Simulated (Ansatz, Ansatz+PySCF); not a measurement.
```yaml
atoms:
  - { symbol: N, position_ang: [0.0000, 0.0000, -0.5201] }
  - { symbol: O, position_ang: [0.0000, 0.0000, 0.4551] }
```

RHF-MP2 on singlet NO(+) was run in several spherical basis sets with Ansatz (development build ahead of 0.2.0). Frozen core: 2 orbitals. Caution for RHF-MP2: no unrestricted run beside it, a lower state can exist.

**Question.** Rank the basis sets by the total energy that they give, lowest first, with the distance from the lowest.
A. cc-pVTZ
B. 6-31G(d)
C. def2-SVP
D. def2-TZVP
E. cc-pVDZ

**Answer.** D (0.00 eV), A (0.12 eV), E (3.25 eV), B (4.27 eV), C (6.62 eV).

Totals follow the description of the cores as much as that of the bonds, so this order isn't one of quality for chemistry.
